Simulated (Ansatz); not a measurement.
bcc Ta, treated with r²SCAN+SOC in Ansatz (plane waves, PAW).

Settings: plane-wave cutoff 600 eV, 20×20×20 k mesh, Fermi–Dirac smearing 0.1 eV, finite displacements, PAW data made under PBE.

Computed at the level's own relaxed cell.

Harmonic phonon frequencies (cm⁻¹; i marks an imaginary mode):

```tsv
q point	frequencies
H	169 169 169
N	90 139 150
```

No imaginary mode appears at these points.

Ansatz is a program for electronic structure.
